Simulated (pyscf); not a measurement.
Br–SiH•–Br + H₂ → Br–SiH₂–Br + H• (hydrogen abstraction; doublet surface; H–H broken, H–Si formed). Optimised with ωB97X-D3(BJ)/def2-SVP in PySCF. Energies in kcal/mol from the separated reactants.

```csv
level,barrier,reaction energy
PBE/def2-TZVP,17.4,+17.8
r²SCAN/def2-TZVP,17.0,+18.4
B3LYP-D3(BJ)/def2-TZVP,18.1,+18.4
PBE0-D3(BJ)/def2-TZVP,16.5,+15.2
ωB97M-D3(BJ)/def2-TZVP,18.1,+13.7
HF/def2-TZVP,20.2,+7.9
```

At PBE, r²SCAN, B3LYP-D3(BJ) this geometry lies under the product side: in single points on another level's saddle the reverse barrier vanishes, and the forward threshold there is about the reaction energy. One saddle was located; it need not be the lowest between these sides. The angle at the transferred H is 178°. Elements up to Kr have no core potential and no relativistic terms here.
